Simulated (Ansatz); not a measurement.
## Beryllium, hcp: convergence with the plane-wave cutoff

Computed with Ansatz, r²SCAN, scalar-relativistic PAW, on the relaxed cell (a = 2.265 Å, c = 3.561 Å (c/a = 1.573); spin not included). Errors count from a run at 500 eV on a Γ-centred 26×26×15 mesh with Fermi-Dirac smearing of 0.1 eV, extrapolated to zero width. Fixed here: mesh 16×16×9, Fermi-Dirac width 0.1 eV. The pressure holds a Pulay correction and is unreliable far below the recommended cutoff. The SCF starts from atomic densities corrected by a trained network.

```tsv
cutoff (eV)	E(σ→0) error (meV/atom)	P (GPa)	SCF iterations
150	179.0	2.12	6
200	67.2	-0.22	7
250	20.4	0.51	7
300	3.0	0.12	6
350	-0.4	-0.02	6
420	-1.2	0.00	6
500	-1.2	0.00	6
600	-1.3	0.00	6
800	-1.3	0.00	6
```

Within 5 meV/atom of the last row: from 300 eV on.
